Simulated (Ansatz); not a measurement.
# SiH (SMILES [SiH]): the energy, rung by rung

SiH has 2 atoms, charge 0, and is taken as a doublet. SMILES: `[SiH]`. The coordinates come from a PBE0-D4/def2-TZVP relaxation.

```
atom   x (Å)   y (Å)    z (Å)
  Si  0.0000  0.0000  -0.0076
   H  0.0000  0.0000   1.5241
```

Each level gives the energy change with the Si1–H2 bond stretched from 1.532 to 1.896 Å (eV). The values are calculated.

| level | kind | program | value (eV) | less CCSDT/6-311G** | CPU time (all runs) |
| --- | --- | --- | --- | --- | --- |
| UHF/6-311G** | Hartree–Fock | Ansatz | 0.71 | +0.10 | 0.36 s |
| USVWN5/6-311G** | LDA | Ansatz | 0.50 | -0.11 | 2.1 s |
| U-r2SCAN/6-311G** | meta-GGA | Ansatz | 0.58 | -0.03 | 6.2 s |
| UB3LYP/6-311G** | global hybrid | Ansatz | 0.57 | -0.04 | 2.7 s |
| UCAM-B3LYP/6-311G** | range-separated hybrid | Ansatz | 0.62 | +0.01 | 2.5 s |
| UB2PLYP/6-311G** | double hybrid | Ansatz | 0.62 | +0.01 | 2.3 s |
| RPA@PBE/6-311G** | RPA | Ansatz | 0.62 | +0.01 | 3.2 s |
| UCCSDT/6-311G** | coupled cluster or CI | Ansatz | 0.61 | 0.00 | 2.8 s |
| FCI/3-21G | exact in the basis | Ansatz | 0.37 | -0.24 | 0.79 s |

Differences are taken from UCCSDT/6-311G** for orientation; it has basis-set and higher-order errors of its own. The first shape isn't each level's own minimum. The values span 0.37 to 0.71 eV. High-level rows in very small sets aren't better than simpler rows in larger ones. CPU times are rough (shared hosts, several kinds of processor): they show what a rung costs within a factor of a few.
